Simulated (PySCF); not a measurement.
Compound: C₄H₄FN.
SMILES with atom numbers: `[CH3:1]/[C:2]([F:3])=[CH:4]\[C:5]#[N:6]` (hydrogens: H7, H8, H9 on C1; H10 on C4)

The same species was optimised twice, with GFN2-xTB and with PBE0-D3(BJ)/def2-SVP (PySCF), and the same property calculations (PySCF, gas phase) were run on both structures.

```tsv
coordinate	GFN2-xTB	PBE0-D3(BJ)/def2-SVP	change
C2–F3 (Å)	1.346	1.326	-0.020
C4–C5 (Å)	1.404	1.419	+0.015
C5≡N6 (Å)	1.147	1.161	+0.014
C2=C4 (Å)	1.334	1.344	+0.010
C1–C2 (Å)	1.483	1.479	-0.004
C4–C5–N6 (°)	179.0	179.8	+0.8
C1–C2–C4 (°)	128.0	128.4	+0.4
C2–C4–C5 (°)	122.2	121.9	-0.3
F3–C2–C4 (°)	118.3	118.1	-0.2
C1–C2–F3 (°)	113.7	113.5	-0.2
```

Rotational constants: A = 8909, B = 2211, C = 1791 MHz (GFN2-xTB) against A = 8887, B = 2198, C = 1782 MHz (PBE0-D3(BJ)/def2-SVP). Point groups within 0.08 Å: Cs and Cs. Atoms that the bonding makes alike are paired by their places after alignment.

On the GFN2-xTB structure: HOMO (eV) -7.98 [PBE0/pcSseg-1]; LUMO (eV) -1.32 [PBE0/pcSseg-1]; dipole (D) 3.14 [PBE0/pcSseg-1]; GIAO shielding of C1 (ppm) 166.8 [PBE0/pcSseg-1]; GIAO shielding of C2 (ppm) -3.7 [PBE0/pcSseg-1]; GIAO shielding of F3 (ppm) 235.9 [PBE0/pcSseg-1]; GIAO shielding of C4 (ppm) 100.2 [PBE0/pcSseg-1]; GIAO shielding of C5 (ppm) 67.2 [PBE0/pcSseg-1]; GIAO shielding of N6 (ppm) -59.4 [PBE0/pcSseg-1].

Task: What do these properties become on the PBE0-D3(BJ)/def2-SVP structure?

Result: 
```tsv
property	level	on GFN2-xTB	on PBE0-D3(BJ)/def2-SVP	change
HOMO (eV)	PBE0/pcSseg-1	-7.98	-7.91	+0.07
LUMO (eV)	PBE0/pcSseg-1	-1.32	-1.34	-0.02
dipole (D)	PBE0/pcSseg-1	3.14	3.30	+0.16
energy, GFN2-xTB geometry as zero (kcal/mol)	PBE0/pcSseg-1	0.0	-0.3	-0.3
GIAO shielding of C1 (ppm)	PBE0/pcSseg-1	166.8	165.6	-1.2
GIAO shielding of C2 (ppm)	PBE0/pcSseg-1	-3.7	-3.7	0.0
GIAO shielding of F3 (ppm)	PBE0/pcSseg-1	235.9	236.6	+0.7
GIAO shielding of C4 (ppm)	PBE0/pcSseg-1	100.2	97.8	-2.4
GIAO shielding of C5 (ppm)	PBE0/pcSseg-1	67.2	64.7	-2.6
GIAO shielding of N6 (ppm)	PBE0/pcSseg-1	-59.4	-66.1	-6.7
```

The heavy atoms differ by 0.014 Å rms after alignment. Among bonds between heavy atoms C2–F3 changes most (-0.020 Å). Changes are differences of the printed values. Neither structure is proved a minimum here.
